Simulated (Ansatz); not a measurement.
Bond stretch in H2, singlet.

Levels of theory: RKS-PBE = restricted PBE/cc-pVQZ run with Ansatz (an electronic-structure program); UKS-PBE = Ansatz with unrestricted PBE/cc-pVQZ; UKS-CAM-B3LYP = Ansatz with unrestricted CAM-B3LYP/cc-pVQZ; FCI = full CI/cc-pVQZ, frozen core (Ansatz).

Energies relative to the lowest point of each curve near equilibrium, in kJ/mol; the last columns give the error against full CI:

```json
[
 {"R / Å": "0.60", "RKS-PBE": "53.0", "UKS-PBE": "53.0", "UKS-CAM-B3LYP": "50.3", "FCI": "48.4", "RKS-PBE − FCI": "4.5", "UKS-PBE − FCI": "4.5", "UKS-CAM-B3LYP − FCI": "1.9"},
 {"R / Å": "0.65", "RKS-PBE": "20.9", "UKS-PBE": "20.9", "UKS-CAM-B3LYP": "19.1", "FCI": "17.9", "RKS-PBE − FCI": "3.0", "UKS-PBE − FCI": "3.0", "UKS-CAM-B3LYP − FCI": "1.2"},
 {"R / Å": "0.68", "RKS-PBE": "9.6", "UKS-PBE": "9.6", "UKS-CAM-B3LYP": "8.3", "FCI": "7.5", "RKS-PBE − FCI": "2.1", "UKS-PBE − FCI": "2.1", "UKS-CAM-B3LYP − FCI": "0.8"},
 {"R / Å": "0.70", "RKS-PBE": "4.7", "UKS-PBE": "4.7", "UKS-CAM-B3LYP": "3.7", "FCI": "3.2", "RKS-PBE − FCI": "1.5", "UKS-PBE − FCI": "1.5", "UKS-CAM-B3LYP − FCI": "0.5"},
 {"R / Å": "0.73", "RKS-PBE": "0.7", "UKS-PBE": "0.7", "UKS-CAM-B3LYP": "0.3", "FCI": "0.1", "RKS-PBE − FCI": "0.6", "UKS-PBE − FCI": "0.6", "UKS-CAM-B3LYP − FCI": "0.2"},
 {"R / Å": "0.75", "RKS-PBE": "0.0", "UKS-PBE": "0.0", "UKS-CAM-B3LYP": "0.0", "FCI": "0.0", "RKS-PBE − FCI": "0.0", "UKS-PBE − FCI": "0.0", "UKS-CAM-B3LYP − FCI": "0.0"},
 {"R / Å": "0.77", "RKS-PBE": "0.6", "UKS-PBE": "0.6", "UKS-CAM-B3LYP": "1.0", "FCI": "1.2", "RKS-PBE − FCI": "-0.6", "UKS-PBE − FCI": "-0.6", "UKS-CAM-B3LYP − FCI": "-0.2"},
 {"R / Å": "0.80", "RKS-PBE": "3.7", "UKS-PBE": "3.7", "UKS-CAM-B3LYP": "4.7", "FCI": "5.1", "RKS-PBE − FCI": "-1.4", "UKS-PBE − FCI": "-1.4", "UKS-CAM-B3LYP − FCI": "-0.4"},
 {"R / Å": "0.82", "RKS-PBE": "7.0", "UKS-PBE": "7.0", "UKS-CAM-B3LYP": "8.4", "FCI": "8.9", "RKS-PBE − FCI": "-1.9", "UKS-PBE − FCI": "-1.9", "UKS-CAM-B3LYP − FCI": "-0.5"},
 {"R / Å": "0.86", "RKS-PBE": "16.1", "UKS-PBE": "16.1", "UKS-CAM-B3LYP": "18.3", "FCI": "18.9", "RKS-PBE − FCI": "-2.8", "UKS-PBE − FCI": "-2.8", "UKS-CAM-B3LYP − FCI": "-0.5"},
 {"R / Å": "0.92", "RKS-PBE": "34.4", "UKS-PBE": "34.4", "UKS-CAM-B3LYP": "38.0", "FCI": "38.4", "RKS-PBE − FCI": "-4.0", "UKS-PBE − FCI": "-4.0", "UKS-CAM-B3LYP − FCI": "-0.4"},
 {"R / Å": "1.01", "RKS-PBE": "68.8", "UKS-PBE": "68.8", "UKS-CAM-B3LYP": "74.6", "FCI": "74.2", "RKS-PBE − FCI": "-5.4", "UKS-PBE − FCI": "-5.4", "UKS-CAM-B3LYP − FCI": "0.4"},
 {"R / Å": "1.12", "RKS-PBE": "116.5", "UKS-PBE": "116.5", "UKS-CAM-B3LYP": "125.3", "FCI": "122.6", "RKS-PBE − FCI": "-6.2", "UKS-PBE − FCI": "-6.2", "UKS-CAM-B3LYP − FCI": "2.7"},
 {"R / Å": "1.23", "RKS-PBE": "166.0", "UKS-PBE": "166.0", "UKS-CAM-B3LYP": "178.2", "FCI": "171.7", "RKS-PBE − FCI": "-5.6", "UKS-PBE − FCI": "-5.6", "UKS-CAM-B3LYP − FCI": "6.5"},
 {"R / Å": "1.33", "RKS-PBE": "210.3", "UKS-PBE": "210.3", "UKS-CAM-B3LYP": "225.7", "FCI": "214.3", "RKS-PBE − FCI": "-3.9", "UKS-PBE − FCI": "-3.9", "UKS-CAM-B3LYP − FCI": "11.5"},
 {"R / Å": "1.50", "RKS-PBE": "280.9", "UKS-PBE": "280.9", "UKS-CAM-B3LYP": "301.5", "FCI": "278.9", "RKS-PBE − FCI": "2.0", "UKS-PBE − FCI": "2.0", "UKS-CAM-B3LYP − FCI": "22.5"},
 {"R / Å": "1.67", "RKS-PBE": "343.7", "UKS-PBE": "342.6", "UKS-CAM-B3LYP": "357.1", "FCI": "331.7", "RKS-PBE − FCI": "12.0", "UKS-PBE − FCI": "10.9", "UKS-CAM-B3LYP − FCI": "25.4"},
 {"R / Å": "1.86", "RKS-PBE": "403.8", "UKS-PBE": "386.0", "UKS-CAM-B3LYP": "396.9", "FCI": "376.1", "RKS-PBE − FCI": "27.7", "UKS-PBE − FCI": "10.0", "UKS-CAM-B3LYP − FCI": "20.8"},
 {"R / Å": "1.99", "RKS-PBE": "439.1", "UKS-PBE": "403.9", "UKS-CAM-B3LYP": "414.5", "FCI": "398.4", "RKS-PBE − FCI": "40.6", "UKS-PBE − FCI": "5.5", "UKS-CAM-B3LYP − FCI": "16.1"},
 {"R / Å": "2.22", "RKS-PBE": "491.0", "UKS-PBE": "421.9", "UKS-CAM-B3LYP": "433.7", "FCI": "425.1", "RKS-PBE − FCI": "65.8", "UKS-PBE − FCI": "-3.3", "UKS-CAM-B3LYP − FCI": "8.6"},
 {"R / Å": "2.64", "RKS-PBE": "557.5", "UKS-PBE": "433.9", "UKS-CAM-B3LYP": "448.9", "FCI": "447.2", "RKS-PBE − FCI": "110.3", "UKS-PBE − FCI": "-13.3", "UKS-CAM-B3LYP − FCI": "1.7"},
 {"R / Å": "2.98", "RKS-PBE": "591.8", "UKS-PBE": "436.7", "UKS-CAM-B3LYP": "453.4", "FCI": "453.1", "RKS-PBE − FCI": "138.7", "UKS-PBE − FCI": "-16.4", "UKS-CAM-B3LYP − FCI": "0.3"}
]
```

RKS-PBE is furthest from FCI at 2.98 (138.7 kJ/mol, above); its mean absolute error over the points is 20.0 kJ/mol.

UKS-PBE is furthest from FCI at 2.98 (-16.4 kJ/mol, below); its mean absolute error over the points is 4.8 kJ/mol.

UKS-CAM-B3LYP is furthest from FCI at 1.67 (25.4 kJ/mol, above); its mean absolute error over the points is 5.6 kJ/mol.

The restricted form behind RKS-PBE keeps the bonding electrons paired and can't separate into open-shell fragments. The unrestricted determinant behind UKS-PBE is spin-contaminated at 1.67 to 2.98 Å (<S²> up to 1.0, against 0.00 for a pure singlet). The unrestricted determinant behind UKS-CAM-B3LYP is spin-contaminated at 1.50 to 2.98 Å (<S²> up to 1.0, against 0.00 for a pure singlet).
